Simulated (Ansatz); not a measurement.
```yaml
crystal:
  periodic: [false, false, false]
  atoms:
    - {symbol: S, position_ang: [0.957302, -0.828721, 0.171249]}
    - {symbol: S, position_ang: [-0.025893, 1.221737, 0.191261]}
    - {symbol: H, position_ang: [-0.205660, -1.251562, 0.778508]}
    - {symbol: H, position_ang: [-0.579202, 1.184288, -1.144780]}
basis:
  gaussian: {orbitals: "6-31G*"}
total_charge: 4
hamiltonian: {xc: {name: PBEsol}}
```

```sh
$ ansatz run in.yaml --threads 2 --pin off --events-out ev --progress --plain --max-ram 32768MiB --backend cpu
```

Output, abridged:

```
Functional definition: PBEsol
516 factors; their error is unknown
mean field evaluation 1: about -21568.2329 eV, gradient 3.3e1 eV
mean field evaluation 2: about -21568.8673 eV, gradient 2.7e1 eV
mean field evaluation 4: about -21571.3471 eV, gradient 4.5e0 eV
mean field evaluation 8: about -21571.3916 eV, gradient 1.4e-1 eV
mean field -21571.39163149 eV, -792.7340208427 hartree, gradient 6.1e-5 eV, S^2 0.000000; 0 other end points of the search recorded, 0 dependent functions left out
reference -21571.39165615 eV, -792.7340217490 hartree; 15, 15 occupied and 27, 27 virtual orbitals, 516 factors
Total energy: -21571.39165615 eV, -792.7340217490 hartree
```

Something in this input is off. What?

The charge is far from anything that the molecule holds. The calculation finished and met its thresholds. The result belongs to that input, not to the molecule as meant.
